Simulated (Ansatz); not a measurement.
Mulliken charges of C₂H₇Si, SMILES `CC[SiH2]` radical from ωB97M-V/def2-TZVPP in Ansatz (PBE0-D4/def2-TZVP geometry).

```tsv
atom	x (Å)	y (Å)	z (Å)	charge (e)
C1	-0.796	0.528	-0.646	-0.309
C2	-0.154	-0.746	-0.096	-0.266
Si3	1.314	-0.405	1.031	0.082
H4	-1.644	0.295	-1.296	0.108
H5	-0.082	1.115	-1.230	0.111
H6	-1.163	1.169	0.160	0.111
H7	0.186	-1.387	-0.916	0.106
H8	-0.888	-1.333	0.465	0.106
H9	0.909	0.394	2.224	-0.025
H10	2.400	0.317	0.307	-0.025
```

Q: By hand: the dipole of these point charges (1 e Å = 4.8032 D).

A: Σ q r = (-0.078, -0.019, -0.060) e Å, of length 0.100 e Å = 0.48 D.

Q: How does the dipole of the full density compare? (Best estimate.)

A: Ansatz gave: (-0.157, -0.055, -0.120) e Å, 0.99 D; the point charges give 0.48 times that, at 5° from its direction.

Point charges leave out the atoms' own dipoles, such as those of lone pairs, and Mulliken's split depends on the basis, so the two needn't agree.
